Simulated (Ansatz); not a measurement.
fcc Cu was calculated with PBEsol (Ansatz, a quantum-chemistry and plane-wave program, PAW).

A relaxed, unreconstructed slab of the (210) face has 20 atoms, two equal faces of 14.197 Å² each and an energy of -131771.9347 eV. A bulk cell of 10 atoms with the same orientation and in-plane k mesh has -65887.7540 eV. Energies are extrapolated to zero smearing.

Settings: plane-wave cutoff 500 eV, 18×18×1 k mesh (along the axes of the cell as run), Fermi–Dirac smearing 0.1 eV, scalar-relativistic PAW data made under PBE.

Worked out: γ = (E_slab − N E_bulk per atom)/2A = [-131771.9347 − 20 × (-65887.7540/10)]/(2 × 14.197) = 0.1258 eV/Å². With 16.022 J/m² per eV/Å² this is 2.02 J/m², or 1.79 eV per surface cell and face.
